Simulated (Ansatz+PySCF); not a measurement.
Results of a calculation; reference values are marked as such.
Several solutions for singlet SO₂

```xyz
3

S     0.0283    0.0138   -0.4102
O    -0.0170    1.2947    0.3556
O    -0.0058   -1.2997    0.3777
```

Basis set: def2-SVP (spherical functions). Charge 0, multiplicity 1.

UHF was run from several starts with Ansatz (development build ahead of 0.2.0) and PySCF 2.14.0.

```
run  program                                 start  converged  energy (hartree)  <S²>
  A    PySCF  guess huckel, instabilities followed        yes        -546.91622  0.66
  B    PySCF      guess 1e, instabilities followed        yes        -546.91622  0.66
  C   Ansatz           search for the lowest state        yes        -546.91622  0.66
  D    PySCF    guess atom, instabilities followed        yes        -546.91622  0.66
  E   Ansatz               atomic start, no search        yes        -546.90119  0.00
  F   Ansatz               stability test followed        yes        -546.91622  0.66
  G    PySCF   guess minao, instabilities followed        yes        -546.91622  0.66
  H    PySCF                      program defaults        yes        -546.90119  0.00
```

(1) Which runs reached the lowest solution of this kind, and what is wrong with the others?

## Answers

(1) A, B, C, D, F, G reached the lowest solution found. Converged but too high: E by 0.41 eV, H by 0.41 eV. Convergence only shows a stationary point, and even a stable one can lie too high; stability tests and further starts are what find lower ones. Caution: the unrestricted determinant is spin contaminated.
